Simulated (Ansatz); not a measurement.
## One structure, 4 elements: TaC3, TaSi3, TaGe3, TaPb3

Plane-wave DFT in Ansatz with scalar-relativistic PAW potentials, cutoff 420 eV, Γ-centred meshes chosen by cell and gap, Gaussian smearing with energies taken to zero width. Every cell was relaxed (cell and atoms) in a run of its own, within the symmetry of its start. Functional: PBE.

All members share space group Pm-3m and the same sites; only the element on one set of sites changes (C, Si, Ge, Pb). Members needn't be the stable form of their composition. Energies over the elements, where given, are against the elements' standard states in the same functional (H₂, N₂, O₂ and halogens uncorrected, Hg as a solid). The first member:

Space group Pm-3m (No. 221). a = 3.296 Å, b = 3.296 Å, c = 3.296 Å, α = 90.00°, β = 90.00°, γ = 90.00°
```tsv
atom	site	symmetry	x	y	z
Ta	1a	m-3m	0.0000	0.0000	0.0000
C	3c	4/mm.m	0.0000	0.5000	0.5000
```

```tsv
compound	V (Å³/atom)	a (Å)	energy over elements (eV/atom)
TaC3	8.95	3.296	1.999
TaGe3	17.54	4.124	0.398
TaPb3	26.50	4.733	0.785
```

Problem. Predict the member with Si.

Solution. V (Å³/atom) 14.73, a (Å) 3.892, energy over elements (eV/atom) 0.255. Interpolating linearly in period between C and Ge would give 13.24 Å³/atom (10.1 % too small), with 1.199 eV/atom over the elements. Over the whole series the volume grows at each step down the group; all are metallic on the mesh; none is bound against its elements in this structure, and Si comes closest.

Spin-orbit coupling is left out, which matters for the bands of heavy elements. For Tl, Pb and Bi spin-orbit coupling shifts energies too.